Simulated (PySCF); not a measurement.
**Computed spin Hamiltonian**

Compound: C₄H₃F₂ (doublet state).
Geometry (GFN2-xTB, Å), atoms numbered from 1 in this order:
```
atom  x, y, z in Å
C1    -1.721    0.476   -0.671
C2    -0.604   -0.053   -0.315
C3     0.564   -0.605    0.064
F4     0.847   -1.860   -0.377
C5     1.538   -0.043    0.863
F6     1.381    1.191    1.360
H7    -2.626    0.364   -0.087
H8    -1.822    1.068   -1.571
H9     2.456   -0.530    1.137
```

The hyperfine couplings belong to this conformer and change with its torsions.

Identity: `C=[C]/C(F)=C\F` [radical].

Level of theory: UKS B3LYP, pcH-1 on C F H, non-relativistic, mean-field spin-orbit, GIAO (PySCF 2.14.0). Isolated species at its GFN2-xTB geometry, gas phase. The geometry wasn't refined by DFT: couplings that depend on bond lengths, twists or pyramidal angles can differ widely from those at the functional's own minimum. No stability test was run, so a lower SCF solution isn't excluded. ⟨S²⟩ is 0.777 where a pure state has 0.75.

```
g1, g2, g3 : 2.00207, 2.00304, 2.00371
g_iso      : 2.00294
Form of g  : rhombic: the two nearest values differ by 41 % of g3 − g1
⟨S²⟩       : 0.7766 (exact 0.7500)
```

Hyperfine couplings atom by atom, in MHz; T1 to T3 are the principal values of the dipolar part:

```json
{"atom": "C1", "isotope": "13C", "a_iso": "-40.5", "T1": "-9.8", "T2": "2.5", "T3": "7.3", "Mulliken spin population": "-0.11"}
{"atom": "C2", "isotope": "13C", "a_iso": "51.2", "T1": "-52.8", "T2": "-39.4", "T3": "92.2", "Mulliken spin population": "0.59"}
{"atom": "C3", "isotope": "13C", "a_iso": "-60.6", "T1": "-30.9", "T2": "13.0", "T3": "17.9", "Mulliken spin population": "-0.22"}
{"atom": "F4", "isotope": "19F", "a_iso": "-23.9", "T1": "-75.4", "T2": "21.8", "T3": "53.6", "Mulliken spin population": "-0.01"}
{"atom": "C5", "isotope": "13C", "a_iso": "68.2", "T1": "-59.8", "T2": "-56.9", "T3": "116.7", "Mulliken spin population": "0.64"}
{"atom": "F6", "isotope": "19F", "a_iso": "100.2", "T1": "-186.4", "T2": "-151.0", "T3": "337.3", "Mulliken spin population": "0.05"}
{"atom": "H7", "isotope": "1H", "a_iso": "111.7", "T1": "-3.0", "T2": "-2.3", "T3": "5.3", "Mulliken spin population": "0.05"}
{"atom": "H8", "isotope": "1H", "a_iso": "111.3", "T1": "-3.0", "T2": "-2.3", "T3": "5.3", "Mulliken spin population": "0.05"}
{"atom": "H9", "isotope": "1H", "a_iso": "-49.1", "T1": "-27.3", "T2": "-1.2", "T3": "28.5", "Mulliken spin population": "-0.03"}
```

The Mulliken spin populations are largest on C5 (+0.64), C2 (+0.59), C3 (-0.22) and C1 (-0.11). The angles at C5 add up to 360.0°, so it is planar; its axial dipolar tensor and the negative coupling of its proton fit spin in a p orbital normal to that plane.

The SMILES `C=[C]/C(F)=C\F` draws the unpaired electron on C2, whose computed spin population is only +0.59.

Axes: g2 points within 10° of the C5–H9 bond.

Under fast tumbling the dipolar parts average out, and these isotropic splittings remain: 2 × 1H (H7/H8, I = 1/2, 3 lines) with 3.98 mT, 1 × 19F (F6, I = 1/2, 2 lines) with 3.57 mT, 1 × 1H (H9, I = 1/2, 2 lines) with 1.75 mT and 1 × 19F (F4, I = 1/2, 2 lines) with 0.85 mT.

Nuclei that the bonding pattern makes equivalent are averaged, as if the motion that swaps them (rotation, inversion, ring flip) were fast.

The 13C coupling of C5 (68.2 MHz) shows only in satellite lines or after enrichment, since that isotope makes up about 1.07 % of natural carbon.

β density exceeds α density at some nuclei, such as C3 (-0.0539), C1 (-0.0360) and H9 (-0.0110), spin density in bohr⁻³. In a single determinant that takes different orbitals for the two spins, that is spin polarisation.

On one thread, AMD EPYC (x86_64), no GPU, shared host with 64 logical CPUs at a one-minute load of 60, this took 54 s of wall time (with the writing of density and orbital grids) and 0.69 GiB of memory at its peak.
